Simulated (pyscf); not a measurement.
**Four-centre exchange: H₂P–InH₂ (SMILES [PH2][InH2]) + H₂O (SMILES O) -> PH₃ (SMILES P) + HO–InH₂ (SMILES [OH][InH2])**

Gas phase, singlet surface, charge 0. Bonds broken: P1–In2, O7–H8. Bonds formed: P1–H8, In2–O7. Optimised with ωB97X-D3(BJ)/def2-SVP in PySCF. MP2 and CC: frozen core, UHF for open shells. ΔMP2 is the change of the MP2 total energy from the triple- to the quadruple-zeta basis.

Transition state (Å):

```xyz
9

P     -1.8569    -0.8375    -1.3509
In    -0.7962     0.8518     0.3552
H     -1.9620    -2.2274    -1.1317
H     -2.8928    -0.5997    -2.2787
H     -0.2169    -0.0224     1.7175
H     -1.5299     2.3899     0.1895
O      0.5445     0.5378    -1.3070
H     -0.4018    -0.3710    -1.8005
H      1.4363     0.2095    -1.1353
```

One imaginary mode, 1099i cm⁻¹; descent along it reached the two sides named, in the forms told below.

```tsv
bond	change	reactant side (Å)	saddle	product side
P1–In2	breaks	2.507	2.6	2.8
O7–H8	breaks	0.971	1.402	3.0
P1–H8	forms	2.8	1.593	1.411
In2–O7	forms	2.406	2.158	2.044
```

Electronic energies relative to the separated reactants (eV):

| level | barrier | reaction energy | reverse barrier |
|---|---|---|---|
| ωB97X-D3(BJ)/def2-TZVP | 0.39 | +0.26 | 0.13 |
| PBE/def2-TZVP | 0.31 | +0.12 | 0.19 |
| r²SCAN/def2-TZVP | 0.27 | +0.10 | 0.17 |
| B3LYP-D3(BJ)/def2-TZVP | 0.40 | +0.09 | 0.31 |
| PBE0-D3(BJ)/def2-TZVP | 0.38 | +0.23 | 0.16 |
| M06-2X/def2-TZVP | 0.37 | +0.06 | 0.31 |
| ωB97M-D3(BJ)/def2-TZVP | 0.51 | +0.10 | 0.41 |
| HF/def2-TZVP | 1.01 | +0.07 | 0.94 |
| MP2/def2-QZVPP | 0.42 | +0.19 | 0.24 |
| CCSD/def2-TZVPP | 0.65 | +0.16 | 0.49 |
| CCSD(T)/def2-TZVPP | 0.54 | +0.16 | 0.38 |
| CCSD(T)/def2-TZVPP + ΔMP2(QZVPP) | 0.50 | +0.16 | 0.34 |

With CCSD(T)/def2-TZVPP + ΔMP2(QZVPP) energies and thermal terms (ideal gas, 1 atm, RRHO with modes under 100 cm⁻¹ raised to 100, one conformer, R ln 2 for rigid chiral ones), in eV:

```json
[
 {"T (K)": "298", "ΔH‡": "0.41", "ΔG‡": "0.87", "ΔH": "+0.10", "ΔG": "+0.11"},
 {"T (K)": "600", "ΔH‡": "0.42", "ΔG‡": "1.34", "ΔH": "+0.08", "ΔG": "+0.13"},
 {"T (K)": "900", "ΔH‡": "0.45", "ΔG‡": "1.79", "ΔH": "+0.08", "ΔG": "+0.15"},
 {"T (K)": "1200", "ΔH‡": "0.49", "ΔG‡": "2.23", "ΔH": "+0.08", "ΔG": "+0.17"}
]
```

On the reactant side the descent ends in an adduct with a In–O contact, 0.64 eV under the separated species and 1.04 eV under the saddle at ωB97X-D3(BJ)/def2-TZVP. On the product side the descent ends in an adduct with a In–P contact, 0.61 eV under the separated species and 0.74 eV under the saddle at ωB97X-D3(BJ)/def2-TZVP. What is counted as formed (In–O) is already present as a longer contact in the reactant adduct; forming that adduct is a step of its own. What is counted as broken (In–P) persists as a longer contact in the product adduct; parting that adduct is a step of its own. One saddle was located; it need not be the lowest between these sides. The CCSD(T) − MP2 part came from Ansatz, without density fitting, on the same reference. The frozen core leaves the outer d or s,p core shells of the metals and heavy elements correlated in the MP2 and CC values, and def2-TZVPP describes them poorly, which can shift differences by a few kcal/mol. Elements past Kr carry the def2 core potentials, without spin-orbit coupling.
